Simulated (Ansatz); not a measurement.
A geometry relaxed with Ansatz (a quantum-chemistry and plane-wave program) with B3LYP-D3(BJ)/def2-TZVP, charge 0, multiplicity 1:

```xyz
7

C      0.4817    -1.6283     0.0141
H      0.5907     1.5773     0.1384
C     -0.2689     0.9088     0.2184
H     -0.7532     1.0959     1.1789
H      0.7821    -2.6435    -0.0676
H     -0.9749     1.1713    -0.5720
C      0.1424    -0.4814     0.1065
```

### Question
Write the SMILES of this molecule.

### Answer
`C#CC`
